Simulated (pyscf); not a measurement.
Structures and frequencies: ωB97X-D3(BJ)/def2-SVP in PySCF. Correlated levels are frozen-core, on RHF or UHF. ΔMP2 is the change of the MP2 total energy from the triple- to the quadruple-zeta basis.

Task: Estimate the classical barrier height and the reaction energy of HO–B(F)–F (SMILES OB(F)F) + HCl (SMILES Cl) -> H₂O (SMILES O) + F–B(F)–Cl (SMILES FB(F)Cl) at CCSD(T)/def2-TZVPP + ΔMP2(QZVPP). The step runs on the singlet surface, breaks B–O, Cl–H and forms H–O, B–Cl; take the separated reactants as zero.

Result: ΔE‡ = 1.00 eV, ΔE = +0.56 eV. Zero-point energy shifts the barrier by 0.00 eV. It is a four-centre exchange, with an imaginary mode of 1108i cm⁻¹. On the product side the descent ends in an adduct with a B–O contact, 0.43 eV under the separated species and 0.78 eV under the saddle at ωB97X-D3(BJ)/def2-TZVP. What is counted as broken (B–O) persists as a longer contact in the product adduct; parting that adduct is a step of its own. At ωB97X-D3(BJ) the barrier from the zero used here is 0.90 eV. This is the saddle that the search found; another between the same sides may lie lower. The CCSD(T) − MP2 part came from Ansatz, without density fitting, on the same reference.
